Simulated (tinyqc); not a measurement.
Worked calculation: Pariser-Parr-Pople SCF with singles CI, for the molecule C=CC=C[CH2+] (SMILES; centres numbered as the heavy atoms are written). Computed by tinyqc, a small Python program that keeps every step. Settings: charge = 1, gamma = MN, start = core, damping = 0, iteration cap = 55, excitations kept = 4. Command: `OMP_NUM_THREADS=1 python tinyqc.py 20467 20468 out.jsonl` (the two numbers bound the seeds that draw the settings). One thread of a shared host (Intel(R) Xeon(R) Processor @ 2.60GHz), about 0.01 s of CPU time with the checks. Later iterations appear only in the table of the cycle.

## PPP integrals

Centres (angstrom, eV; a flat drawing with bonds scaled to 1.40 angstrom):
```
centre          x          y  core charge z          W   gamma_rr
1C      -2.425000  -0.280000              1  11.160000  11.130000
2C      -1.212000   0.420000              1  11.160000  11.130000
3C       0.000000  -0.280000              1  11.160000  11.130000
4C       1.212000   0.420000              1  11.160000  11.130000
5C       2.425000  -0.280000              1  11.160000  11.130000
```

Resonance integrals (eV):
```
i  j       beta
1  2  -2.460000
2  3  -2.460000
3  4  -2.460000
4  5  -2.460000
```

Mataga-Nishimoto: gamma = 14.399645/(R + a), a = 2 x 14.399645/(gamma_rr + gamma_ss); H_rr = -W_r - sum_(s != r) z_s gamma_rs; H_rs = beta for bonds.

repulsion gamma_rs (eV), order 1C, 2C, 3C, 4C, 5C:
```
[[11.130000, 5.344569, 3.872154, 2.881359, 2.343780],
 [5.344569, 11.130000, 5.346287, 3.873196, 2.881359],
 [3.872154, 5.346287, 11.130000, 5.346287, 3.872154],
 [2.881359, 3.873196, 5.346287, 11.130000, 5.344569],
 [2.343780, 2.881359, 3.872154, 5.344569, 11.130000]]
```

core matrix H (eV), order 1C, 2C, 3C, 4C, 5C:
```
[[-25.601862, -2.460000, 0.000000, 0.000000, 0.000000],
 [-2.460000, -28.605411, -2.460000, 0.000000, 0.000000],
 [0.000000, -2.460000, -29.596883, -2.460000, 0.000000],
 [0.000000, 0.000000, -2.460000, -28.605411, -2.460000],
 [0.000000, 0.000000, 0.000000, -2.460000, -25.601862]]
```

## Starting guess

pi electrons, sum of z_r less the charge = 4

Orbitals of the core matrix H.

P at the start, order 1C, 2C, 3C, 4C, 5C:
```
[[0.290750, 0.580779, 0.223280, -0.272743, -0.188194],
 [0.580779, 1.223136, 0.670642, -0.297921, -0.272743],
 [0.223280, 0.670642, 0.972229, 0.670642, 0.223280],
 [-0.272743, -0.297921, 0.670642, 1.223136, 0.580779],
 [-0.188194, -0.272743, 0.223280, 0.580779, 0.290750]]
```

## Iteration 1: Fock matrix

F_rr = H_rr + P_rr gamma_rr / 2 + sum_(s != r) P_ss gamma_rs; F_rs = H_rs - P_rs gamma_rs / 2; E = tr P (H + F) / 2 + core repulsion sum_(r<s) z_r z_s gamma_rs.

F (eV), order 1C, 2C, 3C, 4C, 5C:
```
[[-9.476340, -4.012008, -0.432288, 0.392935, 0.220543],
 [-4.012008, -9.471715, -4.252722, 0.576952, 0.392935],
 [-0.432288, -4.252722, -8.856303, -4.252722, -0.432288],
 [0.392935, 0.576952, -4.252722, -9.471715, -4.012008],
 [0.220543, 0.392935, -0.432288, -4.012008, -9.476340]]
```

pi energy = -51.501463 eV

## Iteration 1: orbitals and new P

Diagonalise F (the basis is taken as orthonormal) and form P = 2 sum c c over the lowest orbitals.

orbital energies (eV): [-16.239135, -14.281228, -8.610675, -5.464321, -2.157052]

P after iteration 1, order 1C, 2C, 3C, 4C, 5C:
```
[[0.648085, 0.782552, 0.345652, -0.216652, -0.312017],
 [0.782552, 0.996405, 0.582039, -0.043494, -0.216652],
 [0.345652, 0.582039, 0.711021, 0.582039, 0.345652],
 [-0.216652, -0.043494, 0.582039, 0.996405, 0.782552],
 [-0.312017, -0.216652, 0.345652, 0.782552, 0.648085]]
```

## Iteration 2: Fock matrix

As before.

F (eV), order 1C, 2C, 3C, 4C, 5C:
```
[[-9.526766, -4.551201, -0.669210, 0.312126, 0.365649],
 [-4.551201, -10.068727, -4.015875, 0.084230, 0.312126],
 [-0.669210, -4.015875, -9.966950, -4.015875, -0.669210],
 [0.312126, 0.084230, -4.015875, -10.068727, -4.551201],
 [0.365649, 0.312126, -0.669210, -4.551201, -9.526766]]
```

pi energy = -53.488379 eV

## Iteration 2: orbitals and new P

As before.

orbital energies (eV): [-17.379318, -14.887757, -8.542535, -5.157614, -3.190711]

P after iteration 2, order 1C, 2C, 3C, 4C, 5C:
```
[[0.666531, 0.793297, 0.350486, -0.206345, -0.306692],
 [0.793297, 0.992092, 0.571696, -0.034685, -0.206345],
 [0.350486, 0.571696, 0.682753, 0.571696, 0.350486],
 [-0.206345, -0.034685, 0.571696, 0.992092, 0.793297],
 [-0.306692, -0.206345, 0.350486, 0.793297, 0.666531]]
```

## Iteration 3: Fock matrix

As before.

F (eV), order 1C, 2C, 3C, 4C, 5C:
```
[[-9.525809, -4.579915, -0.678569, 0.297276, 0.359409],
 [-4.579915, -10.108818, -3.988226, 0.067170, 0.297276],
 [-0.678569, -3.988226, -10.027519, -3.988226, -0.678569],
 [0.297276, 0.067170, -3.988226, -10.108818, -4.579915],
 [0.359409, 0.297276, -0.678569, -4.579915, -9.525809]]
```

pi energy = -53.496137 eV

## Iteration 3: orbitals and new P

As before.

orbital energies (eV): [-17.428886, -14.909961, -8.557712, -5.151246, -3.248968]

P after iteration 3, order 1C, 2C, 3C, 4C, 5C:
```
[[0.666860, 0.794787, 0.351259, -0.204769, -0.303344],
 [0.794787, 0.993724, 0.570125, -0.036072, -0.204769],
 [0.351259, 0.570125, 0.678832, 0.570125, 0.351259],
 [-0.204769, -0.036072, 0.570125, 0.993724, 0.794787],
 [-0.303344, -0.204769, 0.351259, 0.794787, 0.666860]]
```

## Convergence

Stop when output and input P, before any damping, agree to 1e-7.

Course of the cycle:
```
iteration        E (eV)  largest |P(out) - P(in)|
1          -51.50146324                  3.57e-01
2          -53.48837905                  2.83e-02
3          -53.49613702                  3.92e-03
4          -53.49636685                  1.10e-03
5          -53.49638845                  3.59e-04
6          -53.49639075                  1.18e-04
7          -53.49639100                  3.91e-05
8          -53.49639102                  1.29e-05
9          -53.49639103                  4.28e-06
10         -53.49639103                  1.42e-06
11         -53.49639103                  4.69e-07
12         -53.49639103                  1.55e-07
13         -53.49639103                  5.15e-08
```

Converged in 13 iterations.

## Converged orbitals

Charges are z - P_rr.

orbital energies (eV): [-17.430201, -14.913291, -8.558716, -5.149366, -3.252722]

coefficients, order 1C, 2C, 3C, 4C, 5C:
```
[[0.302170, 0.492100, -0.560126, 0.507777, 0.308144],
 [0.489168, 0.507777, -0.016855, -0.492100, -0.510324],
 [0.582079, 0.000000, 0.609877, 0.000000, 0.537805],
 [0.489168, -0.507777, -0.016855, 0.492100, -0.510324],
 [0.302170, -0.492100, -0.560126, -0.507777, 0.308144]]
```

pi charges: [0.333062, 0.005754, 0.322369, 0.005754, 0.333062]

## Singles CI, singlets

Over the 4 single excitations with the smallest orbital gaps: A = (e_a - e_i) delta + 2 (ia|jb) - (ij|ab), with (pq|rs) = sum c_mp c_mq gamma_mn c_nr c_ns. f = 2/3 w |mu|^2 in atomic units, mu = sqrt2 sum c_ia sum_m c_mi c_ma R_m.

singlet CI matrix (eV), order 2>3, 1>3, 2>4, 2>5:
```
[[3.968807, 0.000000, 0.000000, -0.475331],
 [0.000000, 5.879064, -0.299744, 0.000000],
 [0.000000, -0.299744, 7.152624, 0.000000],
 [-0.475331, 0.000000, 0.000000, 8.228826]]
```

singlet excitation energies (eV): [3.916414, 5.812043, 7.219645, 8.281219]

oscillator strengths: [1.226215, 0.007804, 0.145075, 0.094521]

## Singles CI, triplets

Over the 4 single excitations with the smallest orbital gaps: A = (e_a - e_i) delta - (ij|ab), with (pq|rs) = sum c_mp c_mq gamma_mn c_nr c_ns.

triplet CI matrix (eV), order 2>3, 1>3, 2>4, 2>5:
```
[[1.250017, 0.000000, 0.000000, 0.238279],
 [0.000000, 3.420407, 1.055238, 0.000000],
 [0.000000, 1.055238, 4.149299, 0.000000],
 [0.238279, 0.000000, 0.000000, 6.245880]]
```

triplet excitation energies (eV): [1.238678, 2.668454, 4.901252, 6.257219]
